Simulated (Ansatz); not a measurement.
Results of PBE (Ansatz, an electronic-structure program, plane waves, PAW) for bcc V.

Run with plane-wave cutoff 520 eV, 26×26×26 k mesh, Fermi–Dirac smearing 0.05 eV, no spin polarisation, scalar-relativistic PAW data made under PBE.

Cell (relaxed at this level):

V has the cubic space group Im-3m (No. 229), the bcc (W type) structure, Pearson symbol cI2. Lattice parameters: a = 2.997 Å, b = 2.997 Å, c = 2.997 Å, α = 90.00°, β = 90.00°, γ = 90.00°. V on 2a is coordinated by 8 V at 2.595 Å and 6 V at 2.997 Å. (Neighbours: up to the widest gap in distance over summed covalent radii, below 1.35, at either atom.)
(The calculation used a cell of 1 atom; values per cell refer to that cell.)

Q: Estimate the bulk modulus B0 and pressure derivative B′ of the bulk modulus that the calculation returns.

A: 
- bulk modulus B0: 182 GPa
- pressure derivative B′ of the bulk modulus: 3.8

The run finds no gap.

Measured, for comparison: bulk modulus 161 GPa (corrected for temperature and zero-point phonon effects, our sources range from 159 to 166; as tabulated in Levämäki et al. (2014), arXiv:1402.3671). Computed (rounded) less measured: bulk modulus +13 % (+10 % to +14 % over the range).

Computed values are for the static lattice.

Cost on a shared machine: about 40 core-seconds (a rough figure).
